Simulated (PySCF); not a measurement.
Li2, SMILES [Li][Li]. Atoms are numbered in the order given.

```xyz
2

Li     0.0000     0.0000    -1.3606
Li     0.0000     0.0000     1.3606
```

Geometry optimised at B3LYP-D3(BJ)/def2-TZVPD.

All values below come from B3LYP/def2-TZVPD run with PySCF.

Gas-phase values at a fixed geometry.

* **total energy**: -15.01793 hartree
* **point group**: D∞h
* **highest occupied level**: -3.65 eV
* **lowest empty level**: -1.44 eV
* **orbital gap**: 2.22 eV
* **dipole moment**: 0.00 D
* **quadrupole, principal values (traceless, Buckingham form, about the centre of nuclear charge)**: -6.43, -6.43, 12.86 D·Å
* **mean static polarisability**: 192.1 bohr³ (28.46 Å³)
* **polarisability, principal values**: 160.5, 160.5, 255.1 bohr³
